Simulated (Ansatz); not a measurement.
Basis-set series for C₅H₁₀O₂ (`CC(=O)OC(C)C`). The species carries charge 0 and has multiplicity 1. All single points use the PBE0-D4/def2-TZVP geometry. It is one conformer, not always the lowest.

Z-matrix (Å, degrees):
```
C
C 1 1.499
H 1 1.092 2 109.8
H 1 1.092 2 109.9 3 117.8
H 1 1.087 2 109.6 3 -121.0
O 2 1.202 1 125.1 3 120.9
O 2 1.339 1 110.8 3 -59.3
C 7 1.443 2 117.1 1 179.7
C 8 1.513 7 109.6 2 -83.4
C 8 1.510 7 106.2 2 153.9
H 8 1.093 7 107.4 2 35.5
H 9 1.093 8 110.4 7 -59.6
H 9 1.090 8 110.7 7 61.4
H 9 1.092 8 110.0 7 -179.1
H 10 1.093 8 110.7 7 61.7
H 10 1.091 8 110.9 7 -58.8
H 10 1.092 8 110.0 7 -178.6
```

```csv
functional,basis,functions,energy (Eh),HOMO (eV),LUMO (eV)
PBE0-D4,def2-SVP,148,-346.38288,-7.71,0.64
PBE0-D4,def2-TZVPP,357,-346.77274,-7.84,0.47
ωB97M-V,def2-SVP,148,-346.60964,-10.14,2.96
ωB97M-V,def2-TZVPP,357,-347.01689,-10.29,2.52
```

Q: Give the rows for def2-QZVPP. (Estimate.)

A: Computed: 
| functional | basis | functions | energy (Eh) | HOMO (eV) | LUMO (eV) |
| --- | --- | --- | --- | --- | --- |
| PBE0-D4 | def2-QZVPP | 699 | -346.79173 | -7.87 | 0.39 |
| ωB97M-V | def2-QZVPP | 699 | -347.03529 | -10.32 | 1.77 |

Positive LUMOs are unbound and depend on the basis.
